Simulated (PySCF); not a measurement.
# An isoelectronic set: 23 electrons

PBE0 in PySCF with def2-TZVPPD on every atom, for the lowest determinant that a PBE0 search found; no spin–orbit coupling. All have 23 electrons, 11 of them in the valence shells, and the same state, a doublet (π ↑). For ions De leads to the atom and ion picked by measured ionisation energies and electron affinities.

```json
{"species": "BCl⁻", "difference of nuclear charges": "12", "Re (Å)": "1.890", "ωe (cm⁻¹)": "516", "k (mdyn/Å)": "1.31", "De (eV)": "1.77", "dissociates to": "B + Cl⁻"}
{"species": "PO", "difference of nuclear charges": "7", "Re (Å)": "1.474", "ωe (cm⁻¹)": "1286", "k (mdyn/Å)": "10.3", "De (eV)": "6.02", "dissociates to": "P + O"}
{"species": "CCl", "difference of nuclear charges": "11", "Re (Å)": "1.643", "ωe (cm⁻¹)": "891", "k (mdyn/Å)": "4.18", "De (eV)": "4.40", "dissociates to": "C + Cl"}
{"species": "PF⁺", "difference of nuclear charges": "6", "Re (Å)": "1.509", "ωe (cm⁻¹)": "1058", "k (mdyn/Å)": "7.76", "De (eV)": "5.55", "dissociates to": "P⁺ + F"}
```

(1) Which member of the whole set has the stiffest bond, and how does it compare with the softest?

For an ion De counts to the pair picked by the measured ionisation energies or electron affinities, which need not be the lowest pair at this level. The highest Kohn–Sham level is positive in this anion. Much of that is self-interaction error, but it also means that the finite basis helps to hold the extra electron. States were picked by a PBE0 search and need not be the measured ground states.

Results:

(1) PO with k = 10.3 mdyn/Å, 7.8 times that of BCl⁻.
